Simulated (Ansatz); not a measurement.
# CH3BS: an energy map over bond length B1–C2 and angle S3–C2–B1

Aim: map the energy of CH3BS, SMILES BC=S over two coordinates, and find its wells, ridges and stiffness.

Program: Ansatz 0.2.0. Level of theory: RKS B3LYP-D4/def2-TZVP. These are calculated values, not measurements.

### 1 The starting structure

SMILES `BC=S`, 6 atoms, charge 0, spin multiplicity 1.

Atoms are counted from 1 here; the program's logs count them from 0.

Bond lengths: B1–C2 1.530 Å, B1–H4 1.219 Å, B1–H5 1.219 Å, C2–S3 1.647 Å, C2–H6 1.106 Å. Angles: C2–B1–H4 119.4°, C2–B1–H5 119.5°, H4–B1–H5 120.5°, B1–C2–S3 87.6°, B1–C2–H6 145.7°, S3–C2–H6 126.7°.

Geometry (Å):

```mol
CH3BS
  3D, bonds by distance, orders not assigned

  6  5  0  0  0  0  0  0  0  0999 V2000
   -0.5771   -0.2414   -0.3578 B   0  0
    0.6490    0.4908    0.1924 C   0  0
    0.7211   -0.6580    1.3706 S   0  0
   -0.4348   -1.0607   -1.2489 H   0  0
   -1.6917    0.1189   -0.0212 H   0  0
    1.3335    1.3503    0.0648 H   0  0
  1  2  8  0
  1  4  8  0
  1  5  8  0
  2  3  8  0
  2  6  8  0
M  END
```

This geometry comes from a loose relaxation at PBE in a small basis, which is not shown.

### 2 Geometry optimisation

input.yaml reads:

```yaml
crystal:
  periodic: [false, false, false]
  atoms:
    - { symbol: B, position_ang: [-0.577132, -0.241413, -0.357759] }
    - { symbol: C, position_ang: [0.649033, 0.490822, 0.192381] }
    - { symbol: S, position_ang: [0.721146, -0.657982, 1.37062] }
    - { symbol: H, position_ang: [-0.434815, -1.06065, -1.248854] }
    - { symbol: H, position_ang: [-1.691735, 0.118922, -0.0212] }
    - { symbol: H, position_ang: [1.333494, 1.350302, 0.064802] }
basis:
  gaussian: { orbitals: def2-TZVP }
hamiltonian:
  xc: { name: B3LYP }
  dispersion: d4
output:
  forces: true
relax:
  f_tol: 0.003
  max_steps: 120
```

Command:

```
> ansatz run input.yaml --threads 1 --pin off --max-ram 2560MiB --backend cpu --events-out ev --progress --plain --runs-dir out
```

What it wrote (excerpt; [...] marks lines left out):

```text
Warning: RAYON_NUM_THREADS=1 ignored (pool sized by the plan → 1); use --threads N
[...]
Functional definition: B3LYP
[...]
752 factors; their error is unknown
[...]
mean field -12597.71122804 eV, -462.9573485951 hartree, gradient 1.1e-5 eV, S^2 0.000000; 0 other end points of the search recorded, 0 dependent functions left out
[...]
reference -12597.71144965 eV, -462.9573567393 hartree; 15, 15 occupied and 102, 102 virtual orbitals, 752 factors
relax step   1: F+E_penalty+E_count = -12597.87561756 eV  Δ(F+E_penalty+E_count) = +0.000e0 eV  max|allowed force component| = 5.613e-1 eV/Å  Δτ_max = 0.0000 Å  (29 SCF iters, accepted)
[...]
relax step   3: F+E_penalty+E_count = -12597.91857909 eV  Δ(F+E_penalty+E_count) = -1.022e-2 eV  max|allowed force component| = 1.579e-1 eV/Å  Δτ_max = 0.0224 Å  (31 SCF iters, accepted)
[...]
relax step   5: F+E_penalty+E_count = -12597.92557904 eV  Δ(F+E_penalty+E_count) = -2.980e-3 eV  max|allowed force component| = 7.289e-2 eV/Å  Δτ_max = 0.0258 Å  (31 SCF iters, accepted)
[...]
relax step   7: F+E_penalty+E_count = -12597.92649767 eV  Δ(F+E_penalty+E_count) = -3.343e-5 eV  max|allowed force component| = 9.063e-3 eV/Å  Δτ_max = 0.0031 Å  (34 SCF iters, accepted)
[...]
relax step   8: F+E_penalty+E_count = -12597.92650133 eV  Δ(F+E_penalty+E_count) = -3.658e-6 eV  max|allowed force component| = 3.940e-3 eV/Å  Δτ_max = 0.0009 Å  (34 SCF iters, accepted)
[...]
relax step   9: F+E_penalty+E_count = -12597.92650177 eV  Δ(F+E_penalty+E_count) = -4.429e-7 eV  max|allowed force component| = 7.321e-4 eV/Å  Δτ_max = 0.0001 Å  (33 SCF iters, accepted)
752 factors; their error is unknown
[...]
mean field -12597.76303081 eV, -462.9592523119 hartree, gradient 1.9e-5 eV, S^2 0.000000; 1 other end points of the search recorded, 0 dependent functions left out
[...]
reference -12597.76325324 eV, -462.9592604859 hartree; 15, 15 occupied and 102, 102 virtual orbitals, 752 factors
Total energy: -12597.92672420 eV, -462.9652679328 hartree
Atom 0 at    -0.590816    -0.212937    -0.399689 Å, force    -0.000685    -0.000674    -0.000732 eV/Å
Atom 1 at     0.636282     0.449039     0.219308 Å, force     0.000671     0.000275     0.000247 eV/Å
Atom 2 at     0.796670    -0.632816     1.423540 Å, force    -0.000082     0.000140     0.000005 eV/Å
Atom 3 at    -0.447653    -1.032462    -1.251677 Å, force     0.000055     0.000048     0.000022 eV/Å
Atom 4 at    -1.678002     0.123608    -0.049345 Å, force     0.000060     0.000173     0.000318 eV/Å
Atom 5 at     1.283510     1.305569     0.057853 Å, force    -0.000019     0.000039     0.000140 eV/Å
Dipole moment:     0.175997     0.254904    -0.065021 e Å
```

Run time: 30 s. Hardware: 1 thread of Intel Xeon Platinum 8259CL at 2.50GHz (Skylake/Cascade Lake), shared host; peak memory 0.2 GiB.

The steps of the relaxation:

| step | energy from step 1 (eV) | largest force component (eV/Å) |
| --- | --- | --- |
| 1 | 0.0000 | 0.5613 |
| 2 | -0.0327 | 0.2867 |
| 3 | -0.0430 | 0.1579 |
| 4 | -0.0470 | 0.1400 |
| 5 | -0.0500 | 0.0729 |
| 6 | -0.0508 | 0.0251 |
| 7 | -0.0509 | 0.0091 |
| 8 | -0.0509 | 0.0039 |
| 9 | -0.0509 | 0.0007 |

Close pairs (by a distance rule), those that changed most:

| bond | before (Å) | after (Å) | change (Å) |
| --- | --- | --- | --- |
| B1–H5 | 1.219 | 1.191 | -0.028 |
| B1–H4 | 1.219 | 1.191 | -0.028 |
| C2–H6 | 1.106 | 1.086 | -0.020 |
| C2–S3 | 1.647 | 1.627 | -0.020 |
| B1–C2 | 1.530 | 1.525 | -0.005 |

### 3 Plan of the scan

The axes are (1) bond length B1–C2: 13 values from 1.281 to 1.983 Å; (2) angle S3–C2–B1: 13 values from 60.2 to 130.2 °.

Nothing else is relaxed (all other coordinates rigid). Energies count from the relaxed molecule at the same level.

Below, 3 of the grid's runs; all are launched alike.

### 4 Point bond length B1–C2 = 1.632 Å, angle S3–C2–B1 = 106.9°

input.yaml reads:

```yaml
crystal:
  periodic: [false, false, false]
  atoms:
    - { symbol: B, position_ang: [-0.590816, -0.212937, -0.399689] }
    - { symbol: C, position_ang: [0.721953, 0.495256, 0.262524] }
    - { symbol: S, position_ang: [1.14192, -0.400775, 1.553673] }
    - { symbol: H, position_ang: [-0.447653, -1.032462, -1.251677] }
    - { symbol: H, position_ang: [-1.678002, 0.123608, -0.049345] }
    - { symbol: H, position_ang: [1.369181, 1.351786, 0.101069] }
basis:
  gaussian: { orbitals: def2-TZVP }
hamiltonian:
  xc: { name: B3LYP }
  dispersion: d4
output:
  forces: true
```

Command:

```
> ansatz run input.yaml --threads 1 --pin off --max-ram 2560MiB --backend cpu --events-out ev --progress --plain --runs-dir out
```

What it wrote (excerpt; [...] marks lines left out):

```text
Warning: RAYON_NUM_THREADS=1 ignored (pool sized by the plan → 1); use --threads N
[...]
[... 1 set-up line as earlier in the session ...]
[...]
752 factors; their error is unknown
[...]
mean field -12597.53906358 eV, -462.9510216677 hartree, gradient 1.4e-5 eV, S^2 0.000000; 0 other end points of the search recorded, 0 dependent functions left out
[...]
reference -12597.53929135 eV, -462.9510300384 hartree; 15, 15 occupied and 102, 102 virtual orbitals, 752 factors
Total energy: -12597.69716218 eV, -462.9568316844 hartree
Atom 0 at    -0.590816    -0.212937    -0.399689 Å, force     1.541970     1.139127     0.481655 eV/Å
Atom 1 at     0.721953     0.495256     0.262524 Å, force    -0.925393    -0.838872    -0.140341 eV/Å
Atom 2 at     1.141920    -0.400775     1.553673 Å, force    -0.397869    -0.428920     0.005501 eV/Å
Atom 3 at    -0.447653    -1.032462    -1.251677 Å, force     0.098311    -0.052798     0.171961 eV/Å
Atom 4 at    -1.678002     0.123608    -0.049345 Å, force     0.112461    -0.065956     0.158353 eV/Å
Atom 5 at     1.369181     1.351786     0.101069 Å, force    -0.429481     0.247419    -0.677129 eV/Å
Dipole moment:     0.021842     0.232701    -0.201390 e Å
```

Run time: 2.9 s. Hardware: 1 thread of Intel Xeon Platinum 8259CL at 2.50GHz (Skylake/Cascade Lake), shared host; peak memory 0.19 GiB.

Energy on the map's scale: 22 kJ/mol.

### 5 The run at bond length B1–C2 = 1.281 Å, angle S3–C2–B1 = 101.1°

input.yaml reads:

```yaml
crystal:
  periodic: [false, false, false]
  atoms:
    - { symbol: B, position_ang: [-0.590816, -0.212937, -0.399689] }
    - { symbol: C, position_ang: [0.439611, 0.342942, 0.120099] }
    - { symbol: S, position_ang: [0.732117, -0.65057, 1.374565] }
    - { symbol: H, position_ang: [-0.447653, -1.032462, -1.251677] }
    - { symbol: H, position_ang: [-1.678002, 0.123608, -0.049345] }
    - { symbol: H, position_ang: [1.086839, 1.199472, -0.041355] }
basis:
  gaussian: { orbitals: def2-TZVP }
hamiltonian:
  xc: { name: B3LYP }
  dispersion: d4
output:
  forces: true
```

Command:

```
> ansatz run input.yaml --threads 1 --pin off --max-ram 2560MiB --backend cpu --events-out ev --progress --plain --runs-dir out
```

What it wrote (excerpt; [...] marks lines left out):

```text
Warning: RAYON_NUM_THREADS=1 ignored (pool sized by the plan → 1); use --threads N
[...]
[... 1 set-up line as earlier in the session ...]
[...]
752 factors; their error is unknown
[...]
mean field -12596.54529351 eV, -462.9145012915 hartree, gradient 5.2e-5 eV, S^2 0.000000; 0 other end points of the search recorded, 0 dependent functions left out
[...]
reference -12596.54551181 eV, -462.9145093139 hartree; 15, 15 occupied and 102, 102 virtual orbitals, 752 factors
Total energy: -12596.71109412 eV, -462.9205943516 hartree
Atom 0 at    -0.590816    -0.212937    -0.399689 Å, force    -9.210850    -5.335674    -4.294126 eV/Å
Atom 1 at     0.439611     0.342942     0.120099 Å, force     9.824522     5.917371     4.361972 eV/Å
Atom 2 at     0.732117    -0.650570     1.374565 Å, force    -0.027873    -0.598507     0.547217 eV/Å
Atom 3 at    -0.447653    -1.032462    -1.251677 Å, force    -0.271162    -0.038239    -0.222961 eV/Å
Atom 4 at    -1.678002     0.123608    -0.049345 Å, force    -0.258906    -0.049661    -0.234614 eV/Å
Atom 5 at     1.086839     1.199472    -0.041355 Å, force    -0.055731     0.104709    -0.157486 eV/Å
Dipole moment:     0.122257     0.269397    -0.133949 e Å
```

Wall time 2.9 s (1 thread of Intel Xeon Platinum 8259CL at 2.50GHz (Skylake/Cascade Lake), shared host); peak memory 0.19 GiB.

Energy on the map's scale: 117 kJ/mol.

### 6 Grid point bond length B1–C2 = 1.515 Å, angle S3–C2–B1 = 95.2°

input.yaml reads:

```yaml
crystal:
  periodic: [false, false, false]
  atoms:
    - { symbol: B, position_ang: [-0.590816, -0.212937, -0.399689] }
    - { symbol: C, position_ang: [0.627839, 0.444485, 0.215049] }
    - { symbol: S, position_ang: [0.787622, -0.637747, 1.419024] }
    - { symbol: H, position_ang: [-0.447653, -1.032462, -1.251677] }
    - { symbol: H, position_ang: [-1.678002, 0.123608, -0.049345] }
    - { symbol: H, position_ang: [1.275067, 1.301015, 0.053594] }
basis:
  gaussian: { orbitals: def2-TZVP }
hamiltonian:
  xc: { name: B3LYP }
  dispersion: d4
output:
  forces: true
```

Command:

```
> ansatz run input.yaml --threads 1 --pin off --max-ram 2560MiB --backend cpu --events-out ev --progress --plain --runs-dir out
```

What it wrote (excerpt; [...] marks lines left out):

```text
Warning: RAYON_NUM_THREADS=1 ignored (pool sized by the plan → 1); use --threads N
[...]
[... 1 set-up line as earlier in the session ...]
[...]
752 factors; their error is unknown
[...]
mean field -12597.76136151 eV, -462.9591909662 hartree, gradient 3.1e-5 eV, S^2 0.000000; 0 other end points of the search recorded, 0 dependent functions left out
[...]
reference -12597.76158396 eV, -462.9591991411 hartree; 15, 15 occupied and 102, 102 virtual orbitals, 752 factors
Total energy: -12597.92522991 eV, -462.9652130187 hartree
Atom 0 at    -0.590816    -0.212937    -0.399689 Å, force    -0.205996    -0.126500    -0.089802 eV/Å
Atom 1 at     0.627839     0.444485     0.215049 Å, force     0.216177     0.137178     0.089101 eV/Å
Atom 2 at     0.787622    -0.637747     1.419024 Å, force     0.009252    -0.010169     0.019471 eV/Å
Atom 3 at    -0.447653    -1.032462    -1.251677 Å, force    -0.011964     0.000410    -0.012320 eV/Å
Atom 4 at    -1.678002     0.123608    -0.049345 Å, force    -0.011747     0.000333    -0.012228 eV/Å
Atom 5 at     1.275067     1.301015     0.053594 Å, force     0.004278    -0.001252     0.005779 eV/Å
Dipole moment:     0.177529     0.255563    -0.064087 e Å
```

Run time: 2.9 s. Hardware: 1 thread of Intel Xeon Platinum 8259CL at 2.50GHz (Skylake/Cascade Lake), shared host; peak memory 0.19 GiB.

Energy on the map's scale: 0.14 kJ/mol.

### 7 All points together

169 points were computed. Energies in kJ/mol, from the relaxed molecule at the same level:

```
angle S3–C2–B1 (°) ↓, bond length B1–C2 (Å) →  1.281  1.340  1.398  1.457  1.515  1.574  1.632  1.691  1.749  1.808  1.866  1.925  1.983
                                        130.2    191    137    104     87     82     85     94    109    126    146    168    190    212
                                        124.4    170    115     82     64     58     61     70     84    101    121    142    164    186
                                        118.6    151     96     62     44     37     40     49     64     81    101    122    145    167
                                        112.7    135     80     46     27     21     24     33     48     65     86    107    130    153
                                        106.9    124     68     34     16     10     13     22     37     55     75     97    120    143
                                        101.1    117     61     27      9      3      6     15     30     48     69     91    115    138
                                         95.2    117     61     26      7      0      3     12     27     45     66     89    113    136
                                         89.4    126     68     31     11      3      5     13     27     45     66     88    112    136
                                         83.6    147     86     47     24     14     13     20     32     49     68     90    113    137
                                         77.7    189    122     78     50     36     31     34     44     57     75     94    116    139
                                         71.9    260    185    133     98     76     65     62     66     75     88    104    122    142
                                         66.1    382    295    230    183    150    128    115    109    110    115    124    137    152
                                         60.2    590    484    401    335    284    245    216    195    182    174    171    173    179
```

The dipole moment (D) at each point:

| angle S3–C2–B1 (°) ↓, bond length B1–C2 (Å) → | 1.281 | 1.340 | 1.398 | 1.457 | 1.515 | 1.574 | 1.632 | 1.691 | 1.749 | 1.808 | 1.866 | 1.925 | 1.983 |
| --- | --- | --- | --- | --- | --- | --- | --- | --- | --- | --- | --- | --- | --- |
| 130.2 | 1.93 | 1.91 | 1.91 | 1.92 | 1.96 | 2.00 | 2.05 | 2.12 | 2.19 | 2.26 | 2.34 | 2.41 | 2.47 |
| 124.4 | 1.91 | 1.88 | 1.87 | 1.87 | 1.89 | 1.92 | 1.95 | 2.00 | 2.06 | 2.12 | 2.19 | 2.25 | 2.31 |
| 118.6 | 1.81 | 1.78 | 1.76 | 1.75 | 1.75 | 1.76 | 1.79 | 1.82 | 1.86 | 1.91 | 1.97 | 2.03 | 2.09 |
| 112.7 | 1.70 | 1.67 | 1.64 | 1.62 | 1.61 | 1.61 | 1.61 | 1.63 | 1.65 | 1.69 | 1.73 | 1.78 | 1.83 |
| 106.9 | 1.61 | 1.59 | 1.56 | 1.54 | 1.52 | 1.50 | 1.48 | 1.47 | 1.47 | 1.48 | 1.51 | 1.54 | 1.58 |
| 101.1 | 1.56 | 1.55 | 1.53 | 1.51 | 1.48 | 1.45 | 1.42 | 1.39 | 1.36 | 1.34 | 1.33 | 1.33 | 1.34 |
| 95.2 | 1.55 | 1.56 | 1.56 | 1.55 | 1.53 | 1.49 | 1.45 | 1.40 | 1.35 | 1.29 | 1.25 | 1.21 | 1.18 |
| 89.4 | 1.59 | 1.62 | 1.64 | 1.65 | 1.64 | 1.61 | 1.56 | 1.51 | 1.44 | 1.37 | 1.29 | 1.22 | 1.14 |
| 83.6 | 1.66 | 1.72 | 1.77 | 1.79 | 1.80 | 1.78 | 1.75 | 1.69 | 1.62 | 1.54 | 1.46 | 1.36 | 1.26 |
| 77.7 | 1.76 | 1.85 | 1.93 | 1.97 | 2.00 | 1.99 | 1.97 | 1.92 | 1.86 | 1.78 | 1.70 | 1.60 | 1.50 |
| 71.9 | 1.88 | 2.00 | 2.10 | 2.16 | 2.20 | 2.20 | 2.19 | 2.15 | 2.10 | 2.03 | 1.95 | 1.86 | 1.76 |
| 66.1 | 2.01 | 2.15 | 2.25 | 2.32 | 2.36 | 2.37 | 2.36 | 2.33 | 2.28 | 2.22 | 2.15 | 2.07 | 1.98 |
| 60.2 | 2.12 | 2.24 | 2.32 | 2.37 | 2.40 | 2.41 | 2.40 | 2.37 | 2.34 | 2.29 | 2.24 | 2.17 | 2.09 |

On the same grid, largest force on an atom (eV/Å):

```
angle S3–C2–B1 (°) ↓, bond length B1–C2 (Å) →  1.281  1.340  1.398  1.457  1.515  1.574  1.632  1.691  1.749  1.808  1.866  1.925  1.983
                                        130.2   12.7    8.7    5.7    3.5    2.6    2.6    2.7    2.7    3.0    3.2    3.3    3.3    3.2
                                        124.4   13.1    9.0    6.0    3.7    2.2    2.2    2.2    2.6    2.9    3.2    3.3    3.3    3.2
                                        118.6   13.2    9.0    6.0    3.6    1.9    1.7    2.0    2.6    3.0    3.2    3.3    3.3    3.3
                                        112.7   13.0    8.8    5.7    3.3    1.6    1.3    2.0    2.6    3.0    3.2    3.4    3.4    3.3
                                        106.9   12.7    8.5    5.3    2.9    1.2    1.1    2.0    2.6    3.0    3.3    3.4    3.4    3.3
                                        101.1   12.3    8.0    4.9    2.5    0.7    1.1    2.0    2.6    3.0    3.3    3.6    3.7    3.7
                                         95.2   11.8    7.6    4.5    2.1    0.3    1.1    2.1    2.8    3.4    3.7    4.0    4.1    4.2
                                         89.4   11.8    7.6    4.5    2.1    0.4    1.4    2.4    3.2    3.7    4.0    4.3    4.5    4.5
                                         83.6   12.2    8.0    4.9    2.5    1.0    1.7    2.7    3.4    3.9    4.3    4.5    4.6    4.7
                                         77.7   13.0    8.8    5.6    3.2    1.9    1.9    2.8    3.5    4.0    4.3    4.6    4.7    4.8
                                         71.9   14.5   10.2    7.0    4.5    3.5    2.9    2.8    3.5    3.9    4.3    4.5    4.6    4.7
                                         66.1   17.3   13.0    9.8    7.4    6.3    5.4    4.5    3.7    3.8    4.1    4.3    4.4    4.5
                                         60.2   23.1   18.8   15.4   13.1   11.5   10.0    8.6    7.4    6.2    5.2    4.2    4.1    4.1
```

### 8 Results

```
                       quantity                                                                                                                                                  value
                   lowest point                                                                                       bond length B1–C2 = 1.515 Å, angle S3–C2–B1 = 95.2°, 0.14 kJ/mol
         highest computed point                                                                       bond length B1–C2 = 1.281 Å, angle S3–C2–B1 = 60.2°, 590 kJ/mol above the lowest
              dipole moment (D)  1.14 at bond length B1–C2 = 1.983 Å, angle S3–C2–B1 = 89.4° to 2.47 at bond length B1–C2 = 1.983 Å, angle S3–C2–B1 = 130.2°; 1.53 at the lowest point
largest force on an atom (eV/Å)     0.3 at bond length B1–C2 = 1.515 Å, angle S3–C2–B1 = 95.2° to 23.1 at bond length B1–C2 = 1.281 Å, angle S3–C2–B1 = 60.2°; 0.3 at the lowest point
        time for the whole task                                                                                                                         9 min on 1 thread, shared host
```

What this shows: The lowest computed point is at bond length B1–C2 = 1.515 Å, angle S3–C2–B1 = 95.2°, 0.14 kJ/mol from the relaxed molecule at the same level. The grid is coarse, so the lowest point of the scanned range may lie between grid points; coordinates that were held can hide deeper minima. No other kind of well shows on this grid. The highest computed point, bond length B1–C2 = 1.281 Å, angle S3–C2–B1 = 60.2°, lies 590 kJ/mol above the lowest. Round the minimum the two coordinates are nearly uncoupled.
